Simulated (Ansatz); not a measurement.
```yaml
crystal:
  periodic: [false, false, false]
  atoms:
    - {symbol: F, position_ang: [0.407156, 1.111145, 0.347790]}
    - {symbol: S, position_ang: [-0.561489, 0.129137, -0.305239]}
    - {symbol: F, position_ang: [0.232800, -1.239525, 0.015793]}
basis:
  gaussian: {orbitals: x2c-TZVPPall}
total_charge: 1
magnetization: {spin_polarized: true, initial_magnetization: 1}
hamiltonian: {xc: {name: B3LYP5}}
output: {forces: true}
```

```sh
$ ansatz run in.yaml --threads 4 --pin off --events-out ev --progress --plain --max-ram 10444MiB
```

Shortened log:

```
Functional definition: B3LYP5
616 factors; their error is unknown
mean field evaluation 1: about -16279.5891 eV, gradient 6.6e1 eV
mean field evaluation 2: about -16201.6085 eV, gradient 1.6e2 eV
mean field evaluation 4: about -16290.5074 eV, gradient 2.2e1 eV
mean field evaluation 8: about -16291.8695 eV, gradient 1.1e-1 eV
mean field evaluation 16: about -16291.9067 eV, gradient 6.1e-5 eV
mean field -16291.90671543 eV, -598.7165287410 hartree, gradient 1.9e-5 eV, S^2 0.754572; 0 other end points of the search recorded, 0 dependent functions left out
reference -16291.90686801 eV, -598.7165343483 hartree; 17, 16 occupied and 87, 88 virtual orbitals, 616 factors
Total energy: -16291.90686801 eV, -598.7165343483 hartree
Relativity: scalar
Atom 0 at     0.407156     1.111145     0.347790 Å, force    -0.453077    -0.074198    -0.267458 eV/Å
Atom 1 at    -0.561489     0.129137    -0.305239 Å, force     2.103308    -2.299691     0.980772 eV/Å
Atom 2 at     0.232800    -1.239525     0.015793 Å, force    -1.650231     2.373889    -0.713315 eV/Å
Dipole moment:    -0.434579     0.154848    -0.234242 e Å
```

Run time 0.85 s (4 threads of an Intel Xeon Platinum 8375C on a shared host); peak host memory 0.19 GiB.
